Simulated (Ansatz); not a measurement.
Two shapes of doublet CNO.

Shape 1:

```xyz
3

N    -0.0794    0.0892    0.0136
C     0.2547    0.3724   -1.1215
O     0.5486    0.8429   -2.1641
```

Shape 2:

```xyz
3

N    -0.0727    0.0593   -0.0144
C     0.2747    0.4352   -1.1009
O     0.5278    0.8220   -2.1549
```

Basis set: def2-SVP (spherical functions). Correlated methods keep 3 orbitals frozen. Charge 0, multiplicity 2.

Computed with Ansatz (development build ahead of 0.2.0); each method stands on the lowest determinant of its kind that the runs found.

Task: Which shape is lower in energy, and by how much in each method?

Result:

```
 method  E(2) − E(1) (eV)
    UHF            -0.073
UHF-MP2            -0.018
```

Shape 2 is lower. Caution: the unrestricted determinant is spin contaminated. Caution for UHF-MP2: MP2 forces lie far from those of the mean fields.
